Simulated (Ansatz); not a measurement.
We consider zinc-blende GaAs, described by r²SCANh (plane waves, PAW; Ansatz, a quantum-chemistry and plane-wave program).

Total energies, extrapolated to zero smearing (they compare only within this program, potentials and cutoff; free atoms with spin allowed, lowest state found):

| system | energy (eV/atom) |
|---|---|
| zinc-blende GaAs, relaxed | -4327.4887 |
| free Ga atom | -3786.9877 |
| free As atom | -4861.4341 |

Q: Work out the cohesive energy per atom.

A: E_coh = [1 × (-3786.9877) + 1 × (-4861.4341)]/2 − (-4327.4887) = 3.28 eV/atom. The reference value is 3.34 eV/atom (measured, static lattice: zero-point vibration energy added, our sources range from 3.34 to 3.39; as tabulated in Mejia-Rodriguez and Trickey (2018), arXiv:1807.09216), a difference of -0.06 eV/atom.

The PAW data were made under PBE.
